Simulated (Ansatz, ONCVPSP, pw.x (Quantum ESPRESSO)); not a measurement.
## pw.x on bcc Be: one setting changed

Potential: optimised norm-conserving Vanderbilt (ONCV), ONCVPSP 4.0.1, LDA (Perdew-Wang 92); core [He], reference 2s2; waves: 2s: rc 1.55 bohr, ncon 4, nbas 8, qcut 4.5 1/bohr, 2 projectors, debl 0.4 Ha; p scattering state at 0.24 Ha: rc 1.60 bohr, ncon 4, nbas 9, qcut 5.2 1/bohr, 2 projectors, debl 0.9 Ha; d scattering state at 0.33 Ha: rc 1.55 bohr, ncon 3, nbas 6, qcut 6.4 1/bohr, 1 projector; local part: polynomial inside 1.20 bohr (lpopt 5, dvloc0 4 Ha); core correction: Teter function, fcfact 3.25, rcfact 1.4. In the p channel the program set the typed energies aside and used 0.050, 0.950 Ha.

The reference run (k-mesh 18³, cutoffs 50/200 Ry, Fermi–Dirac 0.01 Ry, mixing_beta 0.4, conv_thr 1e-9, no spin) gives -1.35 GPa at 7.463 Å³/atom, where all-electron LAPW gives -0.13 GPa. This run, with its own iteration cap, changes diagonalization to rmm-davidson.

```
&control
  calculation='scf', prefix='x', pseudo_dir='./', outdir='./tmp', tstress=.true., disk_io='none'
/
&system
  ibrav=0, nat=1, ntyp=1, ecutwfc=50, ecutrho=200, nbnd=8,
  occupations='smearing', smearing='fd', degauss=0.01
/
&electrons
  conv_thr=1e-09, mixing_beta=0.4, electron_maxstep=60, diagonalization='rmm-davidson'
/
ATOMIC_SPECIES
Be 1.0 Be.UPF
CELL_PARAMETERS angstrom
  -1.23107492 1.23107492 1.23107492
  1.23107492 -1.23107492 1.23107492
  1.23107492 1.23107492 -1.23107492
ATOMIC_POSITIONS crystal
Be 0.0000 0.0000 0.0000
K_POINTS automatic
18 18 18 0 0 0
```

```bash
pw.x < Be.scf.in > Be.scf.out
```

Task: How does the run end?

Result: It converges in 5 iterations; the free energy moves by +0.0 meV/atom and the pressure by +0.00 GPa. The result is that of the reference run.

```
Message from routine setup:
     using ibrav=0 with symmetry is DISCOURAGED, use correct ibrav instead
     lattice parameter (alat)  =       4.0294  a.u.
     unit-cell volume          =      50.3628 (a.u.)^3
     number of electrons       =         2.00
     number of Kohn-Sham states=            8
     kinetic-energy cutoff     =      50.0000  Ry
     charge density cutoff     =     200.0000  Ry
     scf convergence threshold =      1.0E-09
     Exchange-correlation= SLA  PW   NOGX NOGC
     number of k points=   195  Fermi-Dirac smearing, width (Ry)=  0.0100
     iteration #  1     ecut=    50.00 Ry     beta= 0.40
     total energy              =      -2.39470351 Ry
     estimated scf accuracy    <       0.00005609 Ry
     iteration #  2     ecut=    50.00 Ry     beta= 0.40
     total energy              =      -2.39475796 Ry
     estimated scf accuracy    <       0.00002049 Ry
     iteration #  3     ecut=    50.00 Ry     beta= 0.40
     total energy              =      -2.39475859 Ry
     estimated scf accuracy    <       0.00000001 Ry
     iteration #  4     ecut=    50.00 Ry     beta= 0.40
     total energy              =      -2.39475864 Ry
     estimated scf accuracy    <          1.2E-09 Ry
     iteration #  5     ecut=    50.00 Ry     beta= 0.40
     the Fermi energy is     9.2986 ev
!    total energy              =      -2.39475864 Ry
     estimated scf accuracy    <          4.3E-12 Ry
     smearing contrib. (-TS)   =      -0.00055749 Ry
     The total energy is F=E-TS. E is the sum of the following terms:
     one-electron contribution =       2.07549156 Ry
     hartree contribution      =       0.00125633 Ry
     xc contribution           =      -1.34230205 Ry
     ewald contribution        =      -3.12864699 Ry
     convergence has been achieved in   5 iterations
          total   stress  (Ry/bohr**3)                   (kbar)     P=      -13.55
     Message from routine punch:
     Nothing written, as per user request (disk_io='none')
```

The run took about 4 s on one core of a shared host (Intel(R) Xeon(R) Platinum 8488C, 192 threads, 744 GiB, load 56).
